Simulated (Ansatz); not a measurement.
Reaction (formal exchange of groups at a C–F bond): `N=C(F)C=O` + CH₄ → `CC(=N)C=O` + H–F

Computed with Ansatz on PBE0-D4/def2-TZVP structures; ΔE is electronic, products minus reactants. CCSD(T)/CBS adds triple-zeta CCSD(T) − MP2 to the extrapolated MP2 energy (def2 sets, frozen cores). This one scheme is used for every species. DFT in def2-TZVPP. Each species was taken in one conformer, which may not be the lowest.

```tsv
level	ΔE (eV)
r2SCAN0-D4	-0.04
PBE-QIDH	-0.14
HF/def2-QZVPP	0.04
CCSD/CBS(def2)	-0.21
```

What does CCSD(T)/CBS give? (Best estimate.)

Ansatz gave: -0.22 eV. The listed levels differ from it by 0.18, 0.08, 0.26, 0.01 eV.

Largest T1 diagnostic among the species: 0.015.

From BLYP to BHLYP (50 % exact exchange), in def2-TZVPP and without D4, ΔE moves by −0.11 eV. Leaving LDA and LC-ωPBE aside and taking each functional with its dispersion term where it has one, the values, not all of them listed here, spread over 0.19 eV, from PBE-QIDH to B97M-V. LDA lies −0.06 eV from PBE without D4.
